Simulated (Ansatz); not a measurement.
Results of HSE06 in Ansatz (plane waves, PAW) for bcc Nb.

Numerical settings: plane-wave cutoff 500 eV, 10×10×10 k mesh, Fermi–Dirac smearing 0.1 eV, no spin polarisation, scalar-relativistic PAW data made under PBE.

Computed at the level's own relaxed cell.

**Question.** Predict the equilibrium volume per atom and lattice constant a.

**Answer.** 
- equilibrium volume per atom = 17.93 Å³/atom
- lattice constant a = 3.298 Å

Measured, for comparison: equilibrium volume per atom 17.87 Å³/atom, lattice constant a 3.294 Å (static lattice: zero-point anharmonic expansion removed; as tabulated in Mejia-Rodriguez and Trickey (2018), arXiv:1807.09216). Computed (rounded) less measured: equilibrium volume per atom +0.3 %, lattice constant a +0.1 %.

Note: exact exchange on metals is sensitive to the k mesh and can open a false gap.

It cost roughly 5 core-minutes of CPU time.

Ansatz is a program for electronic structure.
